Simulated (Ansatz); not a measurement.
## Calcium, fcc: convergence with Methfessel-Paxton smearing

Computed with Ansatz, LDA, scalar-relativistic PAW, on the relaxed cell (a = 5.343 Å; spin not included). Errors count from a run at 420 eV on a Γ-centred 17×17×17 mesh with Fermi-Dirac smearing of 0.1 eV, extrapolated to zero width. Fixed here: cutoff 420 eV, mesh 10×10×10. The SCF starts from atomic densities corrected by a trained network.

| width (eV) | E(σ→0) error (meV/atom) | F error (meV/atom) | P (GPa) | SCF iterations |
| --- | --- | --- | --- | --- |
| 0.01 | 1.8 | 1.8 | -0.08 | 5 |
| 0.03 | 1.8 | 1.8 | -0.08 | 5 |
| 0.1 | 1.9 | 1.6 | -0.05 | 5 |
| 0.2 | 0.5 | -0.4 | -0.06 | 5 |
| 0.3 | -1.4 | -1.2 | -0.04 | 5 |
| 0.6 | 0.7 | 3.9 | -0.01 | 5 |
| 1.0 | 9.5 | 9.1 | -0.04 | 5 |
